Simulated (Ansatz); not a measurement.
`C/N=C\F` → `[CH2]` (triplet) + `N=CF` at 500 K and 1 bar (formal loss of a carbene).

Gas-phase electronic energies from Ansatz, PBE0-D4/def2-TZVP geometries. CCSD(T)/CBS adds triple-zeta CCSD(T) − MP2 to the extrapolated MP2 energy (def2 sets, frozen cores). This one scheme is used for every species. Triplets are unrestricted, without spin–orbit coupling. One conformer a species, not always the lowest.

```
          species  CCSD(T)/CBS energy (Eh)  H − E (kJ/mol)  S (J/(mol·K))
        `C/N=C\F`               -232.97538           191.9          327.7
`[CH2]` (triplet)                -39.09499            62.7          213.9
           `N=CF`               -193.72220           108.9          274.9
```

H − E and S are ideal-gas, rigid-rotor, harmonic terms from PBE0-D4/def2-TZVP, for one conformer and one mirror image of each species, with the whole ground term of open shells counted as degenerate. 1 Eh = 2625.50 kJ/mol, R = 8.31446 J/(mol·K).

Task: By hand: ΔE, ΔH, ΔS and ΔG.

Result: ΔE = (-39.09499) + (-193.72220) − (-232.97538) = 0.15819 Eh = 415.3 kJ/mol. Δ(H − E) = 62.7 + 108.9 − 191.9 = -20.3, so ΔH = 395.0 kJ/mol. ΔS = 213.9 + 274.9 − 327.7 = 161.1 J/(mol·K). ΔG = 395.0 − 500 × (161.1)/1000 = 314.4 kJ/mol.

Task: By hand: the equilibrium constant, and the temperature at which ΔG would vanish if ΔH and ΔS stayed fixed.

Result: log₁₀ K = −ΔG/(RT ln 10) = -32.8. ΔG = 0 at ΔH/ΔS = 2452 K.

The number of gas molecules changes by +1, which sets the sign of ΔS. A doubt of 5 kJ/mol in ΔE shifts log₁₀ K by 0.5 here. Other conformers and mirror images would add mixing entropy, several J/(mol·K) or more a flexible species. A triplet takes part, so the spin changes. These are equilibria of isolated gas molecules and say nothing of rates. Largest T1 diagnostic: 0.013 (customary marks: 0.02 for closed shells, 0.045 for open ones).
